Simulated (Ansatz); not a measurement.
# CHOSi (doublet): wave-function methods side by side, def2-TZVPP

An exercise on one series of results from a longer session: the logs are not shown, and one member is left open.

The runs use Ansatz 0.2.0, Gaussian basis; def2-TZVPP, core rule «outside noble gas», up to 7 orbitals frozen.

The runs, in order: UHF; ROHF; CCSD(T) on UHF.

2 further runs of the same task are left out: 2 set aside as unsound or not needed.

**What is computed**

The geometry is a PBE0/def2-TZVP stationary point (not a proven minimum).

4 atoms, charge 0, spin multiplicity 2.

Atoms are counted from 1 here; the program's logs count them from 0.

Bond lengths: O1–C2 1.143 Å, C2–Si3 1.838 Å, Si3–H4 1.523 Å. Angles: O1–C2–Si3 173.7°, C2–Si3–H4 83.4°.

The first run:

The input, in.yaml:

```yaml
crystal:
  periodic: [false, false, false]
  atoms:
    - {symbol: O, position_ang: [0.000000, 0.008101, 1.755319]}
    - {symbol: C, position_ang: [0.000000, 0.052092, 0.612788]}
    - {symbol: Si, position_ang: [0.000000, -0.078659, -1.220644]}
    - {symbol: H, position_ang: [0.000000, 1.442456, -1.152508]}
basis:
  gaussian: {orbitals: def2-TZVPP}
magnetization: {spin_polarized: true, initial_magnetization: 1}
hamiltonian: {xc: hf}
output: {orbitals: {seedname: orbitals}}
```

Command:

```
> ansatz run in.yaml --threads 1 --pin off --events-out ev --progress --plain --max-ram 4096MiB --backend cpu
```

Among the steps run: UHF; ROHF; CCSD(T) on UHF.

One of the session's tables, all rows but one given; the rest of the session is left out.

| method | from UCCSD(T) (kcal/mol) |
| --- | --- |
| ROHF | +321.08 |
| UHF | ? |
| UMP2 | +26.52 |
| UCCSD | +15.64 |
| UCCSD(T) | 0 |

Estimate the missing values for UHF.

As computed: from UCCSD(T) (kcal/mol): +318.38. In the column «from UCCSD(T) (kcal/mol)» it lies between UMP2 (+26.52) and ROHF (+321.08).

With the free atoms at the same levels and basis (separate runs), the atomisation energy is 15.230 eV at UCCSD(T), 10.613 eV at ROHF.
